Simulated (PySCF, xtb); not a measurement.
**Two isomers of BH4NSi**

Structure I: `B=N[SiH3]`, a singlet. Structure II: `N=B[SiH3]`, a singlet. Both are isolated molecules in the gas phase, relaxed with PBE0-D4/def2-SVP.

I (Å):

```yaml
atoms:
  - { symbol: B, position_ang: [-1.7434, -0.5308, -0.3566] }
  - { symbol: N, position_ang: [-0.7144, 0.0347, 0.0816] }
  - { symbol: Si, position_ang: [0.6974, 0.8079, 0.6834] }
  - { symbol: H, position_ang: [-2.7151, -1.0643, -0.7702] }
  - { symbol: H, position_ang: [1.8908, -0.0645, 0.4714] }
  - { symbol: H, position_ang: [0.9157, 2.1035, -0.0265] }
  - { symbol: H, position_ang: [0.5517, 1.0781, 2.1449] }
```

II (Å):

```yaml
atoms:
  - { symbol: B, position_ang: [0.1013, 1.4569, -3.0655] }
  - { symbol: N, position_ang: [-1.1296, 1.2811, -3.0237] }
  - { symbol: Si, position_ang: [2.0622, 1.7327, -3.1413] }
  - { symbol: H, position_ang: [-2.1177, 1.1426, -2.9853] }
  - { symbol: H, position_ang: [2.3673, 3.0337, -3.8083] }
  - { symbol: H, position_ang: [2.7007, 0.6268, -3.9158] }
  - { symbol: H, position_ang: [2.6284, 1.7495, -1.7595] }
```

Quicker runs give these differences E(II) − E(I): GFN2-xTB +30.0 kcal/mol; HF/STO-3G +19.2 kcal/mol (at GFN2-xTB geometries); r2SCAN-D4/def2-SVP +14.5 kcal/mol (at GFN2-xTB geometries).

Q: Estimate E(II) − E(I) at the level CCSD(T)/def2-TZVP.

A: Calculated at CCSD(T)/def2-TZVP: E(II) − E(I) = +17.2 kcal/mol, so structure I lies lower.

How the difference moves with the method:

| level | geometry | E(II) − E(I) (kcal/mol) | departure from the last row (kcal/mol) | job, with rough time for the two |
| --- | --- | --- | --- | --- |
| GFN2-xTB | GFN2-xTB | +30.0 | +12.8 | optimisation, 0.37 s |
| HF/STO-3G | GFN2-xTB | +19.2 | +2.0 | single point, 3.1 s |
| r2SCAN-D4/def2-SVP | GFN2-xTB | +14.5 | −2.8 | single point, 16 s |
| PBE0-D4/def2-SVP | PBE0-D4/def2-SVP | +13.6 | −3.6 | optimisation, 57 s |
| HF/def2-TZVP | PBE0-D4/def2-SVP | +22.9 | +5.6 | part of the CCSD(T) run |
| MP2/def2-TZVP | PBE0-D4/def2-SVP | +18.9 | +1.6 | part of the CCSD(T) run |
| CCSD(T)/def2-TZVP | PBE0-D4/def2-SVP | +17.2 |  | single point, 84 s |

As drawn, II has 1 B–Si, 1 N–H in place of 1 N–Si, 1 B–H.

The levels shown agree on the order. The largest departure from CCSD(T)/def2-TZVP is that of GFN2-xTB, 12.8 kcal/mol.

With thermal terms from frequencies at re-optimised GFN2-xTB minima (ideal gas, soft modes damped towards free rotors, one conformer each, 298.15 K, 1 atm): on the last row, ΔE + ΔZPE = +17.8, ΔH = +17.9, ΔG = +17.6 kcal/mol.

The correlated steps freeze 7 core orbitals. Run with PySCF 2.14.0, xtb 6.7.1; the last row on 2 threads of Intel(R) Xeon(R) Platinum 8259CL CPU @ 2.50GHz (Skylake/Cascade Lake) on a shared host.
